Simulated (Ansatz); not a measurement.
Ansatz (a program for electronic structure) input (CCSD(T)/cc-pVQZ):

Ansatz 0.2 input:
```yaml
crystal:
  periodic: [false, false, false]
  atoms:
    - {symbol: O, position_ang: [-0.00000000, -0.00000000, -0.10852476]}
    - {symbol: H, position_ang: [0.00000000, 0.00000000, 0.86819804]}
basis:
  gaussian:
    orbitals: cc-pVQZ
magnetization: {spin_polarized: true, initial_magnetization: 1}
correlation: {method: ccsd_t, frozen_orbitals: {H: 0, O: 0}}
```

Output:

```
Functional definition: HF
integrals: 0.11 GiB planned
512 factors; integrals over basis functions are off by at most 1.3e-3 eV
mean field: 0.13 GiB planned
mean field evaluation 1: about -2051.9263 eV, gradient 1.2e1 eV
mean field evaluation 2: about -2051.9263 eV, gradient 1.2e1 eV
mean field evaluation 4: about -2052.4268 eV, gradient 1.3e0 eV
mean field evaluation 8: about -2052.4344 eV, gradient 5.0e-4 eV
mean field evaluation 16: about -2050.6347 eV, gradient 1.7e1 eV
mean field evaluation 32: about -2052.4344 eV, gradient 7.6e-2 eV
mean field -2052.43444618 eV, -75.4255747070 hartree, gradient 1.3e-6 eV, S^2 0.756773; 2 other end points of the search recorded, 0 dependent functions left out
reference -2052.43444618 eV, -75.4255747070 hartree; 5, 4 occupied and 80, 81 virtual orbitals, 512 factors
second order -6.73347596 eV of doubles, -0.00000000 eV of singles
coupled cluster: 0.34 GiB planned
cycle   1  -6.93951533 eV  change   -2.1e-1 eV  update   3.4e-2
cycle   2  -7.05642662 eV  change   -1.2e-1 eV  update   1.1e-2
cycle   3  -7.07347603 eV  change   -1.7e-2 eV  update   4.6e-3
cycle   4  -7.07229685 eV  change    1.2e-3 eV  update   1.7e-3
cycle   5  -7.07290649 eV  change   -6.1e-4 eV  update   7.1e-4
cycle   6  -7.07320658 eV  change   -3.0e-4 eV  update   2.4e-4
cycle   7  -7.07321266 eV  change   -6.1e-6 eV  update   6.9e-5
cycle   8  -7.07320886 eV  change    3.8e-6 eV  update   2.4e-5
cycle   9  -7.07320549 eV  change    3.4e-6 eV  update   8.8e-6
perturbative correction -0.17520400 eV, -0.0064386281 hartree
Total energy: -2059.68285566 eV, -75.6919488425 hartree
```
